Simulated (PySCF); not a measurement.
# The electron affinity along group 13

Calculated with PySCF 2.14 from differences of total energies of unrestricted determinants, without spin-orbit coupling. Values in eV. The last column holds reference values (measured affinities from photodetachment; the arrow runs from anion to atom). Unmarked ones compare directly (S terms, centres of terms, or small fine structure); those marked * lie between the lowest fine-structure levels and include a spin-orbit shift.

```csv
element,configurations,UHF,MP2 (valence),SCS-MP2 (valence),PBE,PBE0,SCS-MP2 (valence and next inner shell),reference
"B (aug-cc-pCVTZ-DK with one added diffuse shell each of s, p, d, f type, spin-free X2C)",[He] 2s2 2p2 → [He] 2s2 2p1,-0.305,0.211,0.061,0.709,0.506,0.059,0.280
"Al (aug-cc-pCVTZ-DK with one added diffuse shell each of s, p, d, f type, spin-free X2C)",[Ne] 3s2 3p2 → [Ne] 3s2 3p1,0.012,0.360,0.259,0.621,0.541,0.249,0.433 *
"Tl (aug-cc-pwCVTZ-DK3 with one added diffuse shell each of s, d, f type, spin-free X2C)",[Xe] 4f14 5d10 6s2 6p2 → [Xe] 4f14 5d10 6s2 6p1,-0.015,0.239,0.149,0.477,0.412,0.168,0.320 *
```

The highest occupied level of the anion is positive for B⁻ at PBE, PBE0; Al⁻ at PBE, PBE0; Tl⁻ at PBE, PBE0, so there the basis helps to hold the electron.

For Tl a determinant mixes LS terms or the coupling is close to jj, so these rows are model values.

"Valence" correlates the outer s and p shells and, in groups 3 to 12 and the f block, the outer d or f shell, open or full, or the next shell where the ion has no valence electron left; the wider scheme adds the next inner shell.
